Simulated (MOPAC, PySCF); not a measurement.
CH$_{2}$O, SMILES `C=O` (lower singlet), neutral singlet in the gas phase. This singlet lies 3.25 eV below the relaxed triplet at the level composite: frozen-core CCSD(T) with HF/cc-pVQZ and the correlation energy extrapolated as X^-3 from cc-pVTZ and cc-pVQZ, plus phaseless AFQMC minus CCSD(T) in cc-pVTZ // B3LYP-D3(BJ)/def2-TZVP (Ansatz).

Z-matrix (Å, degrees):
```
C
O 1 1.1988
H 1 1.1076 2 122.05
H 1 1.1076 3 115.90 2 180.00
```
Charge 0, multiplicity 1.

All levels are single points at this geometry (B3LYP-D3(BJ)/def2-TZVP); Pople sets use spherical d functions. Orbital energies aren't observables, and empty levels follow the basis.

PBE-D3(BJ)/def2-TZVP in PySCF gives HOMO (eV) = -6.19.

Estimate the HOMO (eV) from each of these levels: B3LYP-D3(BJ)/def2-TZVP in PySCF; B3LYP/6-311+G** in PySCF; BP86/6-31G* in PySCF; HF/3-21G in PySCF; PM7 in MOPAC.


```
level                            HOMO (eV)
-------------------------------  ---------
B3LYP-D3(BJ)/def2-TZVP in PySCF      -7.61
B3LYP/6-311+G** in PySCF             -7.66
BP86/6-31G* in PySCF                 -5.97
HF/3-21G in PySCF                   -11.70
PM7 in MOPAC                        -10.32
```
